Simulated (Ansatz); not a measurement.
Ansatz (an electronic-structure program) input (B3LYP-D3(BJ)/def2-TZVP):

Ansatz 0.2 input:
```yaml
crystal:
  periodic: [false, false, false]
  atoms:
    - {symbol: Si, position_ang: [-0.03055074, -0.03488939, 0.02943769]}
    - {symbol: H, position_ang: [-0.17823236, 1.23231044, -0.84091533]}
    - {symbol: H, position_ang: [-0.71840127, 0.14204241, 1.21897394]}
    - {symbol: H, position_ang: [1.43876751, -0.19144432, 0.27008383]}
    - {symbol: H, position_ang: [-0.52271578, -1.16782503, -0.74934612]}
basis:
  gaussian:
    orbitals: def2-TZVP
hamiltonian:
  xc: b3lyp
  dispersion: d3bj
total_charge: -1
magnetization: {spin_polarized: true, initial_magnetization: 1}
relax: {f_tol: 0.002, max_steps: 150}
```

End of the output:

```
relax step  11: F+E_penalty+E_count = -7942.02022595 eV  Δ(F+E_penalty+E_count) = -2.180e-5 eV  max|allowed force component| = 4.169e-3 eV/Å  Δτ_max = 0.0025 Å  (21 SCF iters, accepted)
these checks for a lower state are left out or cut short: starts, cluster_reference, orbital_swaps, neighbouring_geometries, increment
integrals: 0.01 GiB planned
437 factors; their error is unknown
mean field: 0.15 GiB planned
mean field -7941.93255075 eV, -291.8606380047 hartree, gradient 3.6e-5 eV, S^2 0.754656; 0 other end points of the search recorded, 0 dependent functions left out
the calculation of the forces begins
reference -7941.93278931 eV, -291.8606467719 hartree; 10, 9 occupied and 51, 52 virtual orbitals, 437 factors
relax step  12: F+E_penalty+E_count = -7942.02022824 eV  Δ(F+E_penalty+E_count) = -2.294e-6 eV  max|allowed force component| = 3.279e-3 eV/Å  Δτ_max = 0.0008 Å  (19 SCF iters, accepted)
these checks for a lower state are left out or cut short: starts, cluster_reference, orbital_swaps, neighbouring_geometries, increment
integrals: 0.01 GiB planned
437 factors; their error is unknown
mean field: 0.15 GiB planned
mean field -7941.93254901 eV, -291.8606379407 hartree, gradient 1.7e-5 eV, S^2 0.754658; 0 other end points of the search recorded, 0 dependent functions left out
the calculation of the forces begins
reference -7941.93278758 eV, -291.8606467081 hartree; 10, 9 occupied and 51, 52 virtual orbitals, 437 factors
relax step  13: F+E_penalty+E_count = -7942.02022881 eV  Δ(F+E_penalty+E_count) = -5.631e-7 eV  max|allowed force component| = 1.902e-4 eV/Å  Δτ_max = 0.0002 Å  (18 SCF iters, accepted)
integrals: 0.01 GiB planned
437 factors; their error is unknown
mean field: 0.15 GiB planned
mean field -7941.93254901 eV, -291.8606379407 hartree, gradient 1.7e-5 eV, S^2 0.754658; 1 other end points of the search recorded, 0 dependent functions left out
the calculation of the forces begins
reference -7941.93278758 eV, -291.8606467081 hartree; 10, 9 occupied and 51, 52 virtual orbitals, 437 factors
Total energy: -7942.02046738 eV, -291.8638688814 hartree
Atom 0 at     0.155832    -0.247671    -0.081644 Å, force     0.000035     0.000016     0.000062 eV/Å
Atom 1 at    -0.045247     0.998483    -0.926855 Å, force     0.000023     0.000152    -0.000190 eV/Å
Atom 2 at    -0.633732     0.033632     1.185310 Å, force    -0.000077    -0.000050     0.000179 eV/Å
Atom 3 at     1.569596     0.264662     0.546312 Å, force     0.000139     0.000009     0.000037 eV/Å
Atom 4 at    -1.057581    -1.068912    -0.794889 Å, force    -0.000120    -0.000127    -0.000088 eV/Å
Dipole moment:    -0.010065     0.015516     0.004277 e Å
```
